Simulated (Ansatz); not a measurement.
A run of Ansatz (development build ahead of 0.2.0) on triplet C6H4 at this shape:

```yaml
atoms:
  - { symbol: C, position_ang: [1.3900, 0.0000, 0.0000] }
  - { symbol: C, position_ang: [0.6950, 1.2038, 0.0000] }
  - { symbol: C, position_ang: [-0.6950, 1.2038, 0.0000] }
  - { symbol: C, position_ang: [-1.3900, 0.0000, 0.0000] }
  - { symbol: C, position_ang: [-0.6950, -1.2038, 0.0000] }
  - { symbol: C, position_ang: [0.6950, -1.2038, 0.0000] }
  - { symbol: H, position_ang: [-1.2375, 2.1434, 0.0000] }
  - { symbol: H, position_ang: [-2.4750, 0.0000, 0.0000] }
  - { symbol: H, position_ang: [-1.2375, -2.1434, 0.0000] }
  - { symbol: H, position_ang: [1.2375, -2.1434, 0.0000] }
```

Its results:

| Item | Value |
| --- | --- |
| Converged | yes |
| Total energy | -230.62577 hartree |
| Spin squared of the determinant | 2.010 |
| Stability test | minimum |

**Question.** Which input gives this output? Name the method, the orbitals and the basis set, and write the input.

**Answer.** ωB97X (unrestricted) in def2-SVP.

```yaml
crystal:
  periodic: [false, false, false]
  atoms:
    - { symbol: C, position_ang: [1.39, 0.0, 0.0] }
    - { symbol: C, position_ang: [0.695, 1.20378, 0.0] }
    - { symbol: C, position_ang: [-0.695, 1.20378, 0.0] }
    - { symbol: C, position_ang: [-1.39, 0.0, 0.0] }
    - { symbol: C, position_ang: [-0.695, -1.20378, 0.0] }
    - { symbol: C, position_ang: [0.695, -1.20378, 0.0] }
    - { symbol: H, position_ang: [-1.2375, 2.14341, 0.0] }
    - { symbol: H, position_ang: [-2.475, 0.0, 0.0] }
    - { symbol: H, position_ang: [-1.2375, -2.14341, 0.0] }
    - { symbol: H, position_ang: [1.2375, -2.14341, 0.0] }
basis:
  gaussian: { orbitals: def2-SVP }
magnetization:
  spin_polarized: true
  initial_magnetization: 2
hamiltonian:
  xc: { name: wB97X }
```

Caution: another spin multiplicity may lie lower.
